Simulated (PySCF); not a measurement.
Ligands exchanged one at a time, Al H-F. Gas-phase values, no solvent. Strings in code marks are SMILES.

Calculation: PySCF 2.14.0 with CAM-B3LYP-D3(BJ)/def2-TZVP. All candidates: neutral, multiplicity 1. Excitations are Tamm–Dancoff values on a coarser integration grid. The basis has no diffuse functions, so Rydberg states are missing or too high.

The LUMO is -0.03 eV and the HOMO is -11.65 eV. The T1 excitation (TDA) is 7.03 eV.

**Question.** Identify which member has these values.
A. `[F][AlH][F]`
B. `[F][AlH2]`
C. `[F][Al]([F])[F]`

**Answer.** A, `[F][AlH][F]`. The others give `[F][AlH2]`: -0.48 eV, -10.25 eV, 5.42 eV; `[F][Al]([F])[F]`: -0.70 eV, -13.33 eV, 8.29 eV
